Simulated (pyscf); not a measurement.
Thermochemistry of product channels of HO–Si:–OH [singlet] + hydroxyl (OH•) on the doublet surface, in kcal/mol, from CCSD(T)/def2-TZVPP + ΔMP2(QZVPP) energies (ideal gas, 1 atm, RRHO with modes under 100 cm⁻¹ raised to 100, one conformer, R ln 2 for chiral ones without a mode under 150 cm⁻¹). Structures and frequencies: ωB97X-D3(BJ)/def2-SVP in PySCF. MP2 and CC: frozen core, UHF for open shells. ΔMP2 is the change of the MP2 total energy from the triple- to the quadruple-zeta basis.

```
products                              ΔE  ΔH(298 K)  ΔG(600 K)  ΔG(900 K)
---------------------------------  -----  ---------  ---------  ---------
•O–SiH(OH)–OH                          ?      -54.9      -35.7      -26.3
•O–SiH₂–OH + O atom (O) [triplet]      ?      +84.8      +85.8      +86.0
HO–Si•(OH)–OH                      -81.5      -79.0      -60.0      -50.8
```

**Question.** Fill in the missing entries.

**Answer.** 
- •O–SiH(OH)–OH, ΔE: -55.7
- •O–SiH₂–OH + O atom (O) [triplet], ΔE: +87.4

These are energies of the channels, which say nothing of barriers. •O–SiH₂–OH lies 22.4 kcal/mol over its isomer HO–SiH•–OH (electronic energy, ωB97M-D3(BJ)). The CCSD(T) − MP2 part came from Ansatz, without density fitting, on the same reference. Left out: orbital degeneracy and the spin-orbit lowering of OH, O.
